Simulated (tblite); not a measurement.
Record of a relaxation.

PMe2PMe2, C4H12P2.
Atom-mapped SMILES: `[CH3:1][P:2]([CH3:3])[P:4]([CH3:5])[CH3:6]` (hydrogens: H7, H8, H9 on C1; H10, H11, H12 on C3; H13, H14, H15 on C5; H16, H17, H18 on C6)

Computed with GFN2-xTB (tblite), gas phase: L-BFGS steps from a force-field or distance-geometry start until the largest atomic force falls under 0.01 eV/Å. 6 of its 37 geometries are shown.

Step 0: E = -536.5568 eV, largest atomic force 1.135 eV/Å
```
atom  x, y, z in Å  |  force x, y, z in eV/Å
C1      1.987    1.107   -0.008    0.298   0.575  -0.201
P2      0.680    0.176    0.888   -0.725  -0.232  -0.589
C3      1.470   -1.496    0.888   -0.176  -0.482  -0.168
P4     -0.687   -0.165   -0.909    0.812  -0.218   0.762
C5     -1.981   -1.112    0.011   -0.492   0.036  -0.147
C6     -1.467    1.492   -0.891   -0.346   0.641   0.288
H7      1.624    2.115   -0.270    0.080  -0.372   0.174
H8      2.305    0.615   -0.922   -0.074  -0.150  -0.105
H9      2.866    1.226    0.631   -0.125  -0.009   0.056
H10     2.313   -1.506    1.571    0.097   0.084   0.111
H11     1.820   -1.785   -0.108   -0.069   0.121   0.100
H12     0.751   -2.257    1.232    0.193   0.341  -0.080
H13    -2.867   -1.228   -0.623    0.172   0.023  -0.025
H14    -2.295   -0.611    0.920    0.090   0.161   0.145
H15    -1.627   -2.103    0.264    0.161  -0.133  -0.033
H16    -0.758    2.254   -1.221   -0.018  -0.159  -0.077
H17    -1.823    1.786    0.106    0.099  -0.200  -0.154
H18    -2.320    1.500   -1.570    0.024  -0.029  -0.057
```

Step 7: E = -536.6285 eV, largest atomic force 0.065 eV/Å
```
atom  x, y, z in Å  |  force x, y, z in eV/Å
C1      1.990    1.108   -0.021   -0.005   0.027   0.009
P2      0.658    0.168    0.865   -0.053   0.009   0.011
C3      1.466   -1.502    0.876   -0.012  -0.001   0.002
P4     -0.660   -0.167   -0.871    0.054  -0.015  -0.033
C5     -1.989   -1.108    0.019    0.027   0.019  -0.025
C6     -1.470    1.502   -0.877   -0.011   0.010  -0.001
H7      1.624    2.105   -0.259   -0.004  -0.028  -0.019
H8      2.296    0.601   -0.936   -0.014   0.013   0.036
H9      2.845    1.217    0.647   -0.008  -0.057  -0.021
H10     2.305   -1.481    1.570    0.007   0.023  -0.026
H11     1.818   -1.781   -0.117   -0.019   0.010   0.022
H12     0.751   -2.243    1.232    0.017   0.013  -0.022
H13    -2.849   -1.215   -0.644    0.028   0.046   0.033
H14    -2.285   -0.597    0.934   -0.008  -0.030  -0.020
H15    -1.619   -2.104    0.257   -0.015   0.016   0.018
H16    -0.758    2.246   -1.233   -0.008  -0.018   0.040
H17    -1.822    1.774    0.118    0.028   0.004  -0.035
H18    -2.310    1.484   -1.571   -0.004  -0.040   0.031
```

Step 14: E = -536.6314 eV, largest atomic force 0.040 eV/Å
```
atom  x, y, z in Å  |  force x, y, z in eV/Å
C1      1.983    1.105   -0.017    0.021   0.025  -0.009
P2      0.649    0.170    0.866    0.004   0.009   0.037
C3      1.462   -1.496    0.875   -0.001  -0.023  -0.002
P4     -0.650   -0.168   -0.873   -0.010  -0.019  -0.021
C5     -1.981   -1.105    0.017   -0.020   0.004  -0.014
C6     -1.466    1.496   -0.877   -0.018   0.030   0.009
H7      1.624    2.104   -0.261    0.023  -0.025   0.021
H8      2.286    0.597   -0.932   -0.018  -0.005   0.010
H9      2.841    1.200    0.649   -0.015   0.000  -0.014
H10     2.306   -1.467    1.563    0.000   0.000  -0.005
H11     1.811   -1.774   -0.119   -0.013   0.019   0.007
H12     0.753   -2.242    1.230    0.023   0.015   0.007
H13    -2.841   -1.198   -0.646    0.011  -0.001   0.014
H14    -2.280   -0.596    0.932    0.018   0.005  -0.009
H15    -1.621   -2.103    0.258   -0.013   0.002  -0.016
H16    -0.759    2.245   -1.230   -0.025  -0.017  -0.011
H17    -1.815    1.770    0.118    0.016  -0.021  -0.021
H18    -2.311    1.468   -1.565    0.017   0.002   0.016
```

Step 22: E = -536.6326 eV, largest atomic force 0.018 eV/Å
```
atom  x, y, z in Å  |  force x, y, z in eV/Å
C1      1.982    1.102   -0.012    0.011   0.014  -0.004
P2      0.644    0.173    0.873    0.006   0.001   0.004
C3      1.463   -1.490    0.878    0.002  -0.011   0.001
P4     -0.645   -0.170   -0.876   -0.013  -0.005  -0.003
C5     -1.980   -1.102    0.011   -0.012  -0.007   0.001
C6     -1.466    1.492   -0.879   -0.008   0.016  -0.001
H7      1.632    2.104   -0.253   -0.001  -0.004   0.007
H8      2.272    0.589   -0.928    0.002   0.010   0.002
H9      2.844    1.190    0.648    0.000  -0.013  -0.001
H10     2.313   -1.461    1.557    0.006   0.007  -0.004
H11     1.801   -1.760   -0.122   -0.001  -0.009   0.007
H12     0.762   -2.241    1.238    0.003   0.006   0.006
H13    -2.844   -1.189   -0.646    0.003   0.015  -0.003
H14    -2.268   -0.591    0.928   -0.003  -0.007   0.001
H15    -1.629   -2.104    0.248    0.004  -0.006  -0.005
H16    -0.766    2.243   -1.239   -0.001  -0.003  -0.004
H17    -1.805    1.760    0.120    0.004   0.006  -0.012
H18    -2.316    1.461   -1.559   -0.003  -0.009   0.007
```

Step 29: E = -536.6340 eV, largest atomic force 0.036 eV/Å
```
atom  x, y, z in Å  |  force x, y, z in eV/Å
C1      1.987    1.101   -0.005   -0.020  -0.019   0.005
P2      0.646    0.174    0.878   -0.013  -0.004  -0.024
C3      1.470   -1.487    0.884   -0.004   0.014   0.002
P4     -0.645   -0.170   -0.873    0.017   0.007  -0.006
C5     -1.986   -1.101    0.004    0.012  -0.003   0.007
C6     -1.472    1.489   -0.885    0.019  -0.025  -0.002
H7      1.645    2.110   -0.223    0.012   0.034   0.000
H8      2.262    0.602   -0.932   -0.001  -0.001  -0.016
H9      2.855    1.161    0.649    0.009   0.016   0.007
H10     2.336   -1.443    1.543   -0.003  -0.004   0.008
H11     1.789   -1.769   -0.118   -0.002  -0.008  -0.015
H12     0.778   -2.232    1.269   -0.003  -0.025   0.017
H13    -2.854   -1.159   -0.651   -0.015  -0.006  -0.016
H14    -2.264   -0.606    0.932    0.003  -0.003   0.019
H15    -1.646   -2.112    0.216   -0.007  -0.013   0.006
H16    -0.781    2.235   -1.271    0.004   0.024  -0.006
H17    -1.793    1.771    0.116   -0.001   0.022   0.026
H18    -2.337    1.444   -1.545   -0.006  -0.006  -0.014
```

Step 36: E = -536.6345 eV, largest atomic force 0.009 eV/Å
```
atom  x, y, z in Å  |  force x, y, z in eV/Å
C1      1.987    1.102   -0.004   -0.003  -0.001   0.001
P2      0.645    0.173    0.876   -0.001  -0.002  -0.002
C3      1.470   -1.487    0.886   -0.002   0.003   0.000
P4     -0.645   -0.170   -0.874   -0.004  -0.005   0.005
C5     -1.987   -1.103    0.002    0.000  -0.002   0.000
C6     -1.472    1.490   -0.886    0.004  -0.006  -0.001
H7      1.654    2.117   -0.212   -0.004  -0.002   0.002
H8      2.258    0.609   -0.936   -0.002   0.006   0.000
H9      2.858    1.153    0.649   -0.001   0.001  -0.003
H10     2.341   -1.437    1.539   -0.003  -0.002  -0.003
H11     1.782   -1.775   -0.117   -0.004  -0.003   0.003
H12     0.785   -2.234    1.283   -0.002   0.006   0.000
H13    -2.857   -1.151   -0.652    0.001   0.000   0.002
H14    -2.260   -0.614    0.936    0.007  -0.001  -0.003
H15    -1.654   -2.118    0.206    0.007   0.004  -0.003
H16    -0.787    2.236   -1.283   -0.001  -0.002   0.001
H17    -1.786    1.779    0.116    0.005   0.000  -0.005
H18    -2.341    1.436   -1.541    0.002   0.006   0.004
```

**Question.** Summarise the path.

**Answer.** The energy falls by 1.79 kcal/mol from step 0 to step 36; nine tenths of that is first reached at step 6. It falls at every step. The largest force goes from 1.135 to 0.009 eV/Å. Among the bonds P2–P4 changes most, from 2.283 to 2.202 Å; the atoms move by 0.055 Å rms after alignment.

**Question.** Follow the three bonds and two angles with the largest change from start to end.

**Answer.** 
```json
{"step": "0", "E above end (kcal/mol)": "1.79", "largest force (eV/Å)": "1.135", "P2–P4 (Å)": "2.283", "P4–C6 (Å)": "1.831", "C1–P2 (Å)": "1.838", "H16–C6–H17 (°)": "107.3", "H13–C5–H14 (°)": "107.4"}
{"step": "2", "E above end (kcal/mol)": "0.38", "largest force (eV/Å)": "0.164", "P2–P4 (Å)": "2.221", "P4–C6 (Å)": "1.861", "C1–P2 (Å)": "1.861", "H16–C6–H17 (°)": "108.8", "H13–C5–H14 (°)": "108.7"}
{"step": "3", "E above end (kcal/mol)": "0.31", "largest force (eV/Å)": "0.115", "P2–P4 (Å)": "2.212", "P4–C6 (Å)": "1.861", "C1–P2 (Å)": "1.862", "H16–C6–H17 (°)": "108.9", "H13–C5–H14 (°)": "108.9"}
{"step": "5", "E above end (kcal/mol)": "0.21", "largest force (eV/Å)": "0.118", "P2–P4 (Å)": "2.203", "P4–C6 (Å)": "1.857", "C1–P2 (Å)": "1.857", "H16–C6–H17 (°)": "109.3", "H13–C5–H14 (°)": "109.5"}
{"step": "6", "E above end (kcal/mol)": "0.16", "largest force (eV/Å)": "0.096", "P2–P4 (Å)": "2.204", "P4–C6 (Å)": "1.855", "C1–P2 (Å)": "1.855", "H16–C6–H17 (°)": "109.6", "H13–C5–H14 (°)": "109.8"}
{"step": "8", "E above end (kcal/mol)": "0.12", "largest force (eV/Å)": "0.063", "P2–P4 (Å)": "2.206", "P4–C6 (Å)": "1.855", "C1–P2 (Å)": "1.855", "H16–C6–H17 (°)": "109.8", "H13–C5–H14 (°)": "110.0"}
{"step": "9", "E above end (kcal/mol)": "0.11", "largest force (eV/Å)": "0.063", "P2–P4 (Å)": "2.205", "P4–C6 (Å)": "1.856", "C1–P2 (Å)": "1.855", "H16–C6–H17 (°)": "109.8", "H13–C5–H14 (°)": "109.9"}
{"step": "11", "E above end (kcal/mol)": "0.08", "largest force (eV/Å)": "0.033", "P2–P4 (Å)": "2.200", "P4–C6 (Å)": "1.855", "C1–P2 (Å)": "1.855", "H16–C6–H17 (°)": "109.5", "H13–C5–H14 (°)": "109.6"}
{"step": "13", "E above end (kcal/mol)": "0.08", "largest force (eV/Å)": "0.028", "P2–P4 (Å)": "2.197", "P4–C6 (Å)": "1.854", "C1–P2 (Å)": "1.854", "H16–C6–H17 (°)": "109.3", "H13–C5–H14 (°)": "109.5"}
{"step": "14", "E above end (kcal/mol)": "0.07", "largest force (eV/Å)": "0.040", "P2–P4 (Å)": "2.197", "P4–C6 (Å)": "1.854", "C1–P2 (Å)": "1.853", "H16–C6–H17 (°)": "109.3", "H13–C5–H14 (°)": "109.5"}
{"step": "16", "E above end (kcal/mol)": "0.06", "largest force (eV/Å)": "0.041", "P2–P4 (Å)": "2.199", "P4–C6 (Å)": "1.854", "C1–P2 (Å)": "1.854", "H16–C6–H17 (°)": "109.4", "H13–C5–H14 (°)": "109.7"}
{"step": "17", "E above end (kcal/mol)": "0.05", "largest force (eV/Å)": "0.037", "P2–P4 (Å)": "2.200", "P4–C6 (Å)": "1.854", "C1–P2 (Å)": "1.854", "H16–C6–H17 (°)": "109.4", "H13–C5–H14 (°)": "109.7"}
{"step": "19", "E above end (kcal/mol)": "0.05", "largest force (eV/Å)": "0.024", "P2–P4 (Å)": "2.201", "P4–C6 (Å)": "1.854", "C1–P2 (Å)": "1.854", "H16–C6–H17 (°)": "109.5", "H13–C5–H14 (°)": "109.7"}
{"step": "20", "E above end (kcal/mol)": "0.05", "largest force (eV/Å)": "0.017", "P2–P4 (Å)": "2.200", "P4–C6 (Å)": "1.854", "C1–P2 (Å)": "1.854", "H16–C6–H17 (°)": "109.5", "H13–C5–H14 (°)": "109.7"}
{"step": "22", "E above end (kcal/mol)": "0.04", "largest force (eV/Å)": "0.018", "P2–P4 (Å)": "2.200", "P4–C6 (Å)": "1.854", "C1–P2 (Å)": "1.854", "H16–C6–H17 (°)": "109.5", "H13–C5–H14 (°)": "109.6"}
{"step": "23", "E above end (kcal/mol)": "0.04", "largest force (eV/Å)": "0.030", "P2–P4 (Å)": "2.200", "P4–C6 (Å)": "1.853", "C1–P2 (Å)": "1.853", "H16–C6–H17 (°)": "109.5", "H13–C5–H14 (°)": "109.6"}
{"step": "25", "E above end (kcal/mol)": "0.03", "largest force (eV/Å)": "0.045", "P2–P4 (Å)": "2.201", "P4–C6 (Å)": "1.853", "C1–P2 (Å)": "1.853", "H16–C6–H17 (°)": "109.7", "H13–C5–H14 (°)": "109.6"}
{"step": "27", "E above end (kcal/mol)": "0.02", "largest force (eV/Å)": "0.031", "P2–P4 (Å)": "2.203", "P4–C6 (Å)": "1.854", "C1–P2 (Å)": "1.853", "H16–C6–H17 (°)": "109.8", "H13–C5–H14 (°)": "109.5"}
{"step": "28", "E above end (kcal/mol)": "0.02", "largest force (eV/Å)": "0.033", "P2–P4 (Å)": "2.203", "P4–C6 (Å)": "1.854", "C1–P2 (Å)": "1.854", "H16–C6–H17 (°)": "109.7", "H13–C5–H14 (°)": "109.5"}
{"step": "30", "E above end (kcal/mol)": "0.01", "largest force (eV/Å)": "0.032", "P2–P4 (Å)": "2.203", "P4–C6 (Å)": "1.854", "C1–P2 (Å)": "1.854", "H16–C6–H17 (°)": "109.5", "H13–C5–H14 (°)": "109.6"}
{"step": "31", "E above end (kcal/mol)": "0.00", "largest force (eV/Å)": "0.021", "P2–P4 (Å)": "2.202", "P4–C6 (Å)": "1.854", "C1–P2 (Å)": "1.854", "H16–C6–H17 (°)": "109.5", "H13–C5–H14 (°)": "109.6"}
{"step": "33", "E above end (kcal/mol)": "0.00", "largest force (eV/Å)": "0.014", "P2–P4 (Å)": "2.202", "P4–C6 (Å)": "1.854", "C1–P2 (Å)": "1.854", "H16–C6–H17 (°)": "109.5", "H13–C5–H14 (°)": "109.6"}
{"step": "34", "E above end (kcal/mol)": "0.00", "largest force (eV/Å)": "0.013", "P2–P4 (Å)": "2.202", "P4–C6 (Å)": "1.854", "C1–P2 (Å)": "1.854", "H16–C6–H17 (°)": "109.5", "H13–C5–H14 (°)": "109.6"}
{"step": "36", "E above end (kcal/mol)": "0.00", "largest force (eV/Å)": "0.009", "P2–P4 (Å)": "2.202", "P4–C6 (Å)": "1.854", "C1–P2 (Å)": "1.854", "H16–C6–H17 (°)": "109.5", "H13–C5–H14 (°)": "109.6"}
```

Hardware: x86-64 server, one thread (shared host).
